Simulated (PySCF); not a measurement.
PySCF input (B3PW91/6-31G* (5d)):

```python
from pyscf import gto, dft

mol = gto.M(
    atom='''
    H     0.01116471   -0.02286316    2.10006054
    N     0.00552309    0.00699052    1.09243157
    C    -0.01584127    1.14164578    0.26594390
    C     0.01804917   -1.10159074    0.27979305
    C    -0.01776430    0.81027342   -1.07692710
    C     0.00437150   -0.63979611   -1.02364815
    H    -0.02792192    2.11063355    0.75657241
    H     0.03526148   -2.09640134    0.70960952
    H     0.00994351   -1.30349671   -1.88423371
    ''',
    basis='6-31g*',
    charge=-1,
    spin=0,
    verbose=4,
)

mf = dft.RKS(mol, xc='b3pw91')
mf.grids.level = 3
mf.conv_tol = 1e-9
mf.max_cycle = 100
mf.max_memory = 1500
mf.kernel()
if not mf.converged:
    mf = mf.newton()
    mf.kernel(mf.make_rdm1())
mf.dip_moment()
```

Output:

```
PySCF version 2.14.0

[INPUT] verbose = 4
[INPUT] num. atoms = 9
[INPUT] num. electrons = 36
[INPUT] charge = -1
[INPUT] spin (= nelec alpha-beta = 2S) = 0
[INPUT] symmetry False subgroup None
[INPUT] Mole.unit = angstrom
[INPUT] Symbol           X                Y                Z      unit          X                Y                Z       unit  Magmom
[INPUT]  1 H      0.011164710000  -0.022863160000   2.100060540000 AA    0.021098244160  -0.043205110742   3.968539265606 Bohr   0.0
[INPUT]  2 N      0.005523090000   0.006990520000   1.092431570000 AA    0.010437127461   0.013210168268   2.064396477129 Bohr   0.0
[INPUT]  3 C     -0.015841270000   1.141645780000   0.265943900000 AA   -0.029935661765   2.157397855465   0.502561135499 Bohr   0.0
[INPUT]  4 C      0.018049170000  -1.101590740000   0.279793050000 AA    0.034107988076  -2.081704799957   0.528732236057 Bohr   0.0
[INPUT]  5 C     -0.017764300000   0.810273420000  -1.076927100000 AA   -0.033569661795   1.531194849815  -2.035097275122 Bohr   0.0
[INPUT]  6 C      0.004371500000  -0.639796110000  -1.023648150000 AA    0.008260937754  -1.209039423462  -1.934414651418 Bohr   0.0
[INPUT]  7 H     -0.027921920000   2.110633550000   0.756572410000 AA   -0.052764781672   3.988519358818   1.429714648302 Bohr   0.0
[INPUT]  8 H      0.035261480000  -2.096401340000   0.709609520000 AA    0.066634539947  -3.961624379771   1.340967648184 Bohr   0.0
[INPUT]  9 H      0.009943510000  -1.303496710000  -1.884233710000 AA    0.018790510617  -2.463251786172  -3.560685666573 Bohr   0.0

nuclear repulsion = 151.084237170658
number of shells = 38
number of NR pGTOs = 151
number of NR cGTOs = 78
basis = 6-31g*
ecp = {}

******** <class 'pyscf.dft.rks.RKS'> ********
method = RKS
initial guess = minao
damping factor = 0
level_shift factor = 0
DIIS = <class 'pyscf.scf.diis.CDIIS'>
diis_start_cycle = 1
diis_space = 8
diis_damp = 0
SCF conv_tol = 1e-09
SCF conv_tol_grad = None
SCF max_cycles = 100
direct_scf = True
direct_scf_tol = 1e-13
XC library pyscf.dft.libxc version 7.1.2
    S. Lehtola, C. Steigemann, M. J. T. Oliveira, and M. A. L. Marques,  SoftwareX 7, 1–5 (2018)
XC functionals = b3pw91
    A. D. Becke,  J. Chem. Phys. 98, 5648 (1993)
radial grids:
    Treutler-Ahlrichs [JCP 102, 346 (1995); DOI:10.1063/1.469408] (M4) radial grids

becke partition: Becke, JCP 88, 2547 (1988); DOI:10.1063/1.454033
pruning grids: <function nwchem_prune>
grids dens level: 3
symmetrized grids: False
atomic radii adjust function: <function treutler_atomic_radii_adjust>
small_rho_cutoff = 0
Set gradient conv threshold to 3.16228e-05
Initial guess from minao.
tot grids = 109608
init E= -210.153137943511
  HOMO = -0.253660841659249  LUMO = -0.0358971287211634  gap/eV = 5.92565
cycle= 1 E= -209.233899272631  delta_E= 0.919  |g|= 0.709  |ddm|= 3.14
  HOMO = 0.219390346570672  LUMO = 0.285581774489588  gap/eV = 1.80116
cycle= 2 E= -207.868152562571  delta_E= 1.37  |g|= 1.97  |ddm|= 10.2
  HOMO = 0.0731870677559883  LUMO = 0.301007783155396  gap/eV = 6.19932
cycle= 3 E= -209.352569740287  delta_E= -1.48  |g|= 0.37  |ddm|= 9.84
  HOMO = 0.069337686787696  LUMO = 0.252698034081822  gap/eV = 4.98949
cycle= 4 E= -209.38818897629  delta_E= -0.0356  |g|= 0.132  |ddm|= 0.589
  HOMO = 0.0765289343369973  LUMO = 0.262595642983999  gap/eV = 5.06313
cycle= 5 E= -209.391934354635  delta_E= -0.00375  |g|= 0.0394  |ddm|= 0.187
  HOMO = 0.0729728518172195  LUMO = 0.265388851295562  gap/eV = 5.23591
cycle= 6 E= -209.392183830156  delta_E= -0.000249  |g|= 0.0227  |ddm|= 0.0714
  HOMO = 0.0741480031531165  LUMO = 0.265467591369874  gap/eV = 5.20607
cycle= 7 E= -209.392320367618  delta_E= -0.000137  |g|= 0.00341  |ddm|= 0.0285
  HOMO = 0.0741829654936641  LUMO = 0.265464894250629  gap/eV = 5.20505
cycle= 8 E= -209.392322596381  delta_E= -2.23e-06  |g|= 0.00199  |ddm|= 0.00539
  HOMO = 0.0740783175527304  LUMO = 0.265457630600279  gap/eV = 5.20770
cycle= 9 E= -209.392323596646  delta_E= -1e-06  |g|= 0.000125  |ddm|= 0.00209
  HOMO = 0.0740807882588173  LUMO = 0.265454327556911  gap/eV = 5.20754
cycle= 10 E= -209.392323599433  delta_E= -2.79e-09  |g|= 0.000103  |ddm|= 0.000307
  HOMO = 0.0740768366731817  LUMO = 0.265451614894809  gap/eV = 5.20757
cycle= 11 E= -209.392323601939  delta_E= -2.51e-09  |g|= 1.76e-05  |ddm|= 0.000111
  HOMO = 0.0740798848627153  LUMO = 0.265453366531144  gap/eV = 5.20754
cycle= 12 E= -209.392323602026  delta_E= -8.67e-11  |g|= 5.7e-06  |ddm|= 2.7e-05
  HOMO = 0.0740786624058356  LUMO = 0.265453797818691  gap/eV = 5.20758
Extra cycle  E= -209.392323601995  delta_E= 3.01e-11  |g|= 1.2e-05  |ddm|= 2.48e-05
converged SCF energy = -209.392323601995

WARN: System has nonzero charge -1; the dipole moment is origin-dependent.
Location of origin: [0. 0. 0.]

Dipole moment(X, Y, Z, Debye):  0.06518, -2.59296,  5.06305
```

The dipole moment of an ion depends on the origin.
